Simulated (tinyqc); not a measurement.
Worked calculation: Hueckel theory of the pi electrons, for the molecule c1cnc[cH-]1 (SMILES; centres numbered as the heavy atoms are written). Computed by tinyqc, a small Python program that keeps every step. Settings: charge = -1. Command: `OMP_NUM_THREADS=1 python tinyqc.py 23829 23830 out.jsonl` (the two numbers bound the seeds that draw the settings). One thread of a shared host (Intel(R) Xeon(R) Processor @ 2.60GHz), about 0.01 s of CPU time with the checks.

## The Hueckel matrix

Centres:
```
centre  z_r, pi electrons of the neutral centre         h
1C                                            1  0.000000
2C                                            1  0.000000
3N                                            1  0.450000
4C                                            1  0.000000
5C                                            1  0.000000
```

Bonds:
```
i  j         k
1  2         1
2  3  0.940000
3  4  0.940000
4  5         1
5  1         1
```

H_rr = alpha + h_r beta, H_rs = k_rs beta for bonded centres.

Hueckel matrix in units of beta (H = alpha + beta A), order 1C, 2C, 3N, 4C, 5C:
$$\begin{pmatrix}
0.000000 & 1.000000 & 0.000000 & 0.000000 & 1.000000 \\
1.000000 & 0.000000 & 0.940000 & 0.000000 & 0.000000 \\
0.000000 & 0.940000 & 0.450000 & 0.940000 & 0.000000 \\
0.000000 & 0.000000 & 0.940000 & 0.000000 & 1.000000 \\
1.000000 & 0.000000 & 0.000000 & 1.000000 & 0.000000
\end{pmatrix}$$

## Orbitals

pi electrons, sum of z_r less the charge = 6

Diagonalise; E = alpha + x beta with beta < 0, so the largest x are filled first; degenerate levels share their electrons. P = sum n_i c_ri c_si; each orbital has its largest coefficient positive (the first on a tie).

x values: [2.052653, 0.780783, 0.618034, -1.383436, -1.618034]

occupations: [2.000000, 2.000000, 2.000000, 0.000000, 0.000000]

coefficients, order 1C, 2C, 3N, 4C, 5C:
$$\begin{pmatrix}
0.417358 & -0.523537 & 0.371748 & 0.227422 & 0.601501 \\
0.439333 & 0.114768 & 0.601501 & -0.542047 & -0.371748 \\
0.515362 & 0.652283 & 0.000000 & 0.555813 & 0.000000 \\
0.439333 & 0.114768 & -0.601501 & -0.542047 & 0.371748 \\
0.417358 & -0.523537 & -0.371748 & 0.227422 & -0.601501
\end{pmatrix}$$

charge and bond-order matrix P, order 1C, 2C, 3N, 4C, 5C:
$$\begin{pmatrix}
1.172951 & 0.693761 & -0.252809 & -0.200666 & 0.620165 \\
0.693761 & 1.135977 & 0.602554 & -0.311236 & -0.200666 \\
-0.252809 & 0.602554 & 1.382143 & 0.602554 & -0.252809 \\
-0.200666 & -0.311236 & 0.602554 & 1.135977 & 0.693761 \\
0.620165 & -0.200666 & -0.252809 & 0.693761 & 1.172951
\end{pmatrix}$$

## Energy, charges, bond orders

E = sum n x; q_r = z_r - P_rr; bond order p = P_rs; free valence = sqrt(3) - sum of p over the bonds of the atom.

pi energy = 6 alpha + this times beta = 6.902940

pi charges: 1C -0.172951, 2C -0.135977, 3N -0.382143, 4C -0.135977, 5C -0.172951

Bond orders and lengths from R = 1.517 - 0.180 p (angstrom, C-C alone):
```
bond         p         R
1-2   0.693761  1.392123
2-3   0.602554         -
3-4   0.602554         -
4-5   0.693761  1.392123
5-1   0.620165  1.405370
```

free valence of the carbons: 1C 0.418125, 2C 0.435736, 4C 0.435736, 5C 0.418125

gap between the highest filled and the next level = 2.001470 |beta|
